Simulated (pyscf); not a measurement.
`[CH3][Ga]([F])[Cl]` + `[FH]` → `[CH3][Ga]([F])[F]` + `[ClH]` (four-centre exchange; singlet surface; Cl–Ga, F–H broken, F–Ga, Cl–H formed). Optimised with ωB97X-D3(BJ)/def2-SVP in PySCF. Energies in kcal/mol from the separated reactants.

```json
[
 {"level": "ωB97X-D3(BJ)/def2-TZVP", "barrier": "0.3", "reaction energy": "+8.1"},
 {"level": "PBE/def2-TZVP", "barrier": "-2.5", "reaction energy": "+5.8"},
 {"level": "r²SCAN/def2-TZVP", "barrier": "…", "reaction energy": "…"},
 {"level": "B3LYP-D3(BJ)/def2-TZVP", "barrier": "…", "reaction energy": "+6.1"},
 {"level": "PBE0-D3(BJ)/def2-TZVP", "barrier": "-0.5", "reaction energy": "+7.8"},
 {"level": "HF/def2-TZVP", "barrier": "12.8", "reaction energy": "+6.6"}
]
```

Q: Some entries are withheld; supply them.

A: 
- r²SCAN/def2-TZVP, barrier: -3.4
- r²SCAN/def2-TZVP, reaction energy: +6.0
- B3LYP-D3(BJ)/def2-TZVP, barrier: 0.0

On the reactant side the descent ends in an adduct with a F–Ga contact, 10.9 kcal/mol under the separated species and 11.1 kcal/mol under the saddle at ωB97X-D3(BJ)/def2-TZVP. On the product side the descent ends in an adduct with a Cl–Ga contact, 10.1 kcal/mol under the separated species and 2.2 kcal/mol under the saddle at ωB97X-D3(BJ)/def2-TZVP. At PBE, r²SCAN, PBE0-D3(BJ) the saddle lies under the separated reactants, which points to a path from their complex (located at ωB97X-D3(BJ) alone). At ωB97X-D3(BJ)/def2-TZVP, PBE, r²SCAN, B3LYP-D3(BJ), PBE0-D3(BJ) the saddle lies under the separated products, which points to a path from their complex (located at ωB97X-D3(BJ) alone), and parting the products costs more than the saddle. What is counted as formed (F–Ga) is already present as a longer contact in the reactant adduct; forming that adduct is a step of its own. What is counted as broken (Cl–Ga) persists as a longer contact in the product adduct; parting that adduct is a step of its own. This is the saddle that the search found; another between the same sides may lie lower. Elements up to Kr have no core potential and no relativistic terms here.
